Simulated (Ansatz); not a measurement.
The first iterations of a band of CH8Si2 + H2 (13 atoms, charge 0, multiplicity 1).

These are results of Ansatz, RKS PBE/6-31G*, not measurements.

| Quantity | Value |
| --- | --- |
| movable images | 5 |
| climbing image | yes |
| spring | 5.0 eV/Å² |
| optimiser | quadratic models (default) |
| start path | through a guess of the saddle point |
| force threshold | 0.5 eV/Å |
| iteration limit | 60 |
| end points | relaxed |

Initial state:

```xyz
13
Properties=species:S:1:pos:R:3
Si -0.031 0.410 0.117
Si -0.221 0.298 2.459
H -1.635 -0.001 2.874
H 0.661 -0.771 3.039
H 0.168 1.606 3.091
H 1.415 0.622 -0.239
C -1.095 1.797 -0.630
H -2.162 1.642 -0.397
H -0.798 2.780 -0.229
H -0.984 1.824 -1.727
H -0.434 -0.919 -0.464
H 1.700 -3.180 0.691
H 1.782 -2.907 1.385
```

Final state:

```xyz
13
Properties=species:S:1:pos:R:3
Si 0.115 -0.302 -1.282
Si 0.189 -0.007 3.523
H -1.181 -0.419 3.076
H 0.507 -0.660 4.834
H 0.233 1.483 3.683
H 1.572 0.011 -1.477
C -0.813 1.195 -0.588
H -1.880 0.960 -0.439
H -0.392 1.504 0.383
H -0.745 2.054 -1.276
H -0.452 -0.713 -2.611
H 0.015 -1.478 -0.353
H 1.197 -0.426 2.496
```

| iteration | highest image above the first end (eV) | largest band force component (eV/Å) |
| --- | --- | --- |
| 1 | 3.990 | 3.487 |
| 2 | 2.095 | 1.609 |
| 3 | 2.548 | 0.807 |

Q: Does the band converge within its limit, and where does its top end?

A: The run converged. It ended after 10 iterations with the highest image 3.041 eV above the first end. The threshold of 0.5 eV/Å is loose, so the images may lie well off the minimum-energy path. Neighbouring images differ by up to 2.5 eV, so the band resolves the path poorly. The order of the stationary point at the top wasn't checked. The orbitals stay closed-shell, which can raise the energy where a bond breaks towards radicals; this wasn't checked here.

Time of the run: 77 s on 1 thread of Intel(R) Xeon(R) 6975P-C (Granite Rapids), on a shared host, peak memory 0.13 GiB.
